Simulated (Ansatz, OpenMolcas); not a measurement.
# The same job for Ansatz

OpenMolcas 26.06 runs this on triplet SiF2:

mol.input:
```
* F2Si Kohn-Sham DFT

&gateway
  baslib=$CurrDir
  basisset
  F.STO-3G....
  F1 0.166300 1.246800 0.229400 angstrom
  F3 0.428600 -1.200400 0.100700 angstrom
  End of Basis
  basisset
  Si.STO-3G....
  Si2 -0.594900 -0.046400 -0.330100 angstrom
  End of Basis

&seward
  gridinput
  Grid=UltraFine
  End of Grid

&scf
  uhf
  spin=3
  ksdft=PBE
  thresholds=1e-10 1e-07 1e-07 1e-05
  prorbitals=1 1
```

```bash
$ export MOLCAS_MEM=1860
$ pymolcas mol.input > mol.log
```

(Basis files named in the input come from the Basis Set Exchange and aren't shown.)

The shape is that of a PBE0-D4/def2-TZVP optimisation. That shape belongs to the parent species and isn't relaxed for this state.

It gives a total energy of -482.445680 Eh.

Task: How is this level of theory, on these atoms, set up in Ansatz 0.2.0 as an input file of the program's own?

Result: One way, which was run:

in.yaml:
```yaml
crystal:
  periodic: [false, false, false]
  atoms:
    - {symbol: F, position_ang: [0.166300, 1.246800, 0.229400]}
    - {symbol: Si, position_ang: [-0.594900, -0.046400, -0.330100]}
    - {symbol: F, position_ang: [0.428600, -1.200400, 0.100700]}
basis:
  gaussian:
    orbitals: STO-3G
hamiltonian:
  xc: {name: PBE}
magnetization:
  spin_polarized: true
  initial_magnetization: 2
accuracy: high
```

```bash
$ ansatz run in.yaml --threads 1 --pin off --max-ram 2610MiB --events-out events.jsonl --progress --plain --runs-dir runs
```

Its energy is -482.445677 Eh, 0.003 mEh from the first.
